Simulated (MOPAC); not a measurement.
MOPAC input (MNDO):

```
MNDO 1SCF CHARGE=-1 GEO-OK AUX(PRECISION=9) THREADS=1
NO2

O     1.06982681 1   -0.18778777 1    0.05497058 1
N    -0.00660330 1    0.46114076 1    0.01021508 1
O    -1.06404892 1   -0.21571040 1   -0.06390877 1
```

From the last part of the output:

```
                                                       MOPAC v23.2.5 Linux

          FINAL HEAT OF FORMATION =        -58.21264 KCAL/MOL =    -243.56171 KJ/MOL

          COSMO AREA              =         64.82 SQUARE ANGSTROMS
          COSMO VOLUME            =         45.78 CUBIC ANGSTROMS

          IONIZATION POTENTIAL    =          3.329667 EV
          HOMO LUMO ENERGIES (EV) =         -3.330  7.638
          NO. OF FILLED LEVELS    =          9
          MOLECULAR WEIGHT        =         46.0055         POINT GROUP:  C2v

          MOLECULAR DIMENSIONS (Angstroms)

            Atom       Atom       Distance
            O     3    O     1     2.13737
            O     1    N     2     0.66312
            O     1    N     2     0.00000

          SCF CALCULATIONS        =          1

   ATOM   CHEMICAL          X               Y               Z
  NUMBER   SYMBOL      (ANGSTROMS)     (ANGSTROMS)     (ANGSTROMS)

     1       O          1.06982681  *  -0.18778777  *   0.05497058  *
     2       N         -0.00660330  *   0.46114076  *   0.01021508  *
     3       O         -1.06404892  *  -0.21571040  *  -0.06390877  *

                             CARTESIAN COORDINATES

   1    O        1.069826810    -0.187787770     0.054970580
   2    N       -0.006603300     0.461140760     0.010215080
   3    O       -1.064048920    -0.215710400    -0.063908770

           Empirical Formula: N O2  =     3 atoms

      MOLECULAR POINT GROUP   :   C2v

                  EIGENVALUES
 -35.67378 -30.44548 -16.70736 -10.78944  -8.91960  -8.44770  -4.46718  -3.90380
  -3.32967   7.63774  13.00643  15.04719

              NET ATOMIC CHARGES AND DIPOLE CONTRIBUTIONS

  ATOM NO.   TYPE          CHARGE      No. of ELECS.   s-Pop       p-Pop
    1          O          -0.575730        6.5757     1.92813     4.64760
    2          N           0.151460        4.8485     1.77797     3.07057
    3          O          -0.575730        6.5757     1.92813     4.64760
 DIPOLE           X         Y         Z       TOTAL
 POINT-CHG.    -0.021     1.452     0.032     1.452
 HYBRID         0.009    -0.636    -0.014     0.637
 SUM           -0.012     0.815     0.018     0.816

          ATOMIC ORBITAL ELECTRON POPULATIONS

     Atom    s        px        py        pz
    1  O   1.92813   1.29702   1.78562   1.56497
    2  N   1.77797   0.92190   1.27790   0.87077
    3  O   1.92813   1.31721   1.76716   1.56323

 **********************
 *                    *
 * JOB ENDED NORMALLY *
 *                    *
 **********************

 == MOPAC DONE ==
```

The dipole moment of an ion depends on the origin.
